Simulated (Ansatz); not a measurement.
Ansatz (a quantum-chemistry and plane-wave program) input file for CH, SMILES [CH] (connectivity only; charge and spin as stated), charge +1, multiplicity 1, PBE-D3(BJ)/def2-TZVPD. 

Ansatz 0.2 input:
```yaml
crystal:
  periodic: [false, false, false]
  atoms:
    - {symbol: C, position_ang: [0.00000000, 0.00000000, -0.16252067]}
    - {symbol: H, position_ang: [0.00000000, 0.00000000, 0.97512400]}
basis:
  gaussian:
    orbitals: def2-TZVPD
hamiltonian:
  xc: pbe
  dispersion: d3bj
total_charge: 1
relax: {f_tol: 0.002, max_steps: 200}
```

It prints:

```
WARN ansatz: RAYON_NUM_THREADS=1 ignored (pool sized by the plan → 1); use --threads N
Functional definition: PBE
integrals: 0.00 GiB planned
225 factors; their error is unknown
mean field: 0.06 GiB planned
mean field evaluation 1: about -1033.9251 eV, gradient 1.7e1 eV
mean field evaluation 2: about -1034.3619 eV, gradient 1.2e1 eV
mean field evaluation 4: about -1034.7553 eV, gradient 8.8e-2 eV
mean field evaluation 8: about -1034.7325 eV, gradient 4.3e-4 eV
mean field -1034.73245800 eV, -38.0257164648 hartree, gradient 6.3e-6 eV, S^2 0.000000; 0 other end points of the search recorded, 0 dependent functions left out
the calculation of the forces begins
reference -1034.73247994 eV, -38.0257172710 hartree; 3, 3 occupied and 43, 43 virtual orbitals, 225 factors
relax step   1: F+E_penalty+E_count = -1034.73935500 eV  Δ(F+E_penalty+E_count) = +0.000e0 eV  max|allowed force component| = 4.349e-1 eV/Å  Δτ_max = 0.0000 Å  (23 SCF iters, accepted)
these checks for a lower state are left out or cut short: starts, cluster_reference, orbital_swaps, neighbouring_geometries, increment
integrals: 0.00 GiB planned
225 factors; their error is unknown
mean field: 0.06 GiB planned
mean field evaluation 16: about -1034.7353 eV, gradient 4.1e-1 eV
mean field -1034.73560834 eV, -38.0258322377 hartree, gradient 1.8e-5 eV, S^2 0.000000; 0 other end points of the search recorded, 0 dependent functions left out
the calculation of the forces begins
reference -1034.73563035 eV, -38.0258330463 hartree; 3, 3 occupied and 43, 43 virtual orbitals, 225 factors
relax step   2: F+E_penalty+E_count = -1034.74250769 eV  Δ(F+E_penalty+E_count) = -3.153e-3 eV  max|allowed force component| = 1.517e-1 eV/Å  Δτ_max = 0.0054 Å  (28 SCF iters, accepted)
these checks for a lower state are left out or cut short: starts, cluster_reference, orbital_swaps, neighbouring_geometries, increment
integrals: 0.00 GiB planned
225 factors; their error is unknown
mean field: 0.06 GiB planned
mean field -1034.73606450 eV, -38.0258490011 hartree, gradient 1.9e-5 eV, S^2 0.000000; 0 other end points of the search recorded, 0 dependent functions left out
the calculation of the forces begins
reference -1034.73608654 eV, -38.0258498109 hartree; 3, 3 occupied and 43, 43 virtual orbitals, 225 factors
relax step   3: F+E_penalty+E_count = -1034.74296534 eV  Δ(F+E_penalty+E_count) = -4.577e-4 eV  max|allowed force component| = 4.355e-3 eV/Å  Δτ_max = 0.0029 Å  (27 SCF iters, accepted)
these checks for a lower state are left out or cut short: starts, cluster_reference, orbital_swaps, neighbouring_geometries, increment
integrals: 0.00 GiB planned
225 factors; their error is unknown
mean field: 0.06 GiB planned
mean field evaluation 32: about -1034.7358 eV, gradient 4.1e-1 eV
mean field -1034.73606482 eV, -38.0258490130 hartree, gradient 2.0e-5 eV, S^2 0.000000; 0 other end points of the search recorded, 0 dependent functions left out
the calculation of the forces begins
reference -1034.73608686 eV, -38.0258498228 hartree; 3, 3 occupied and 43, 43 virtual orbitals, 225 factors
relax step   4: F+E_penalty+E_count = -1034.74296571 eV  Δ(F+E_penalty+E_count) = -3.774e-7 eV  max|allowed force component| = 6.726e-4 eV/Å  Δτ_max = 0.0001 Å  (28 SCF iters, accepted)
integrals: 0.00 GiB planned
225 factors; their error is unknown
mean field: 0.06 GiB planned
mean field -1034.73606482 eV, -38.0258490130 hartree, gradient 2.0e-5 eV, S^2 0.000000; 1 other end points of the search recorded, 0 dependent functions left out
the calculation of the forces begins
reference -1034.73608686 eV, -38.0258498228 hartree; 3, 3 occupied and 43, 43 virtual orbitals, 225 factors
Total energy: -1034.74298775 eV, -38.0261034258 hartree
Atom 0 at    -0.000000    -0.000000    -0.170971 Å, force    -0.000000     0.000000     0.000673 eV/Å
Atom 1 at     0.000000     0.000000     0.983574 Å, force     0.000000    -0.000000    -0.000673 eV/Å
Dipole moment:    -0.000000    -0.000000     0.289551 e Å
```

Self-consistency was reached.

Cost: about 0.6 core-seconds (a rough figure).
